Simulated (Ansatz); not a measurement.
Ansatz (a first-principles code) input (B3LYP/6-31G*):

Ansatz 0.2 input:
```yaml
crystal:
  periodic: [false, false, false]
  atoms:
    - {symbol: C, position_ang: [-0.01221103, 0.00754835, -0.10950243]}
    - {symbol: O, position_ang: [0.06667612, -0.04039948, 1.11313192]}
    - {symbol: O, position_ang: [0.01999346, -0.01461210, -1.24165455]}
    - {symbol: H, position_ang: [-0.62009050, 0.39480255, 1.68519560]}
basis:
  gaussian:
    orbitals: 6-31G*
hamiltonian:
  xc: {name: B3LYP}
total_charge: 1
phonons: {temperatures: {t_min: 298.15, t_max: 298.15, t_step: 100}}
```

Task: Which harmonic wavenumbers does it give?

Result: 530, 576, 1003, 1274, 2479, 3472 cm⁻¹ (unscaled; negative means imaginary).
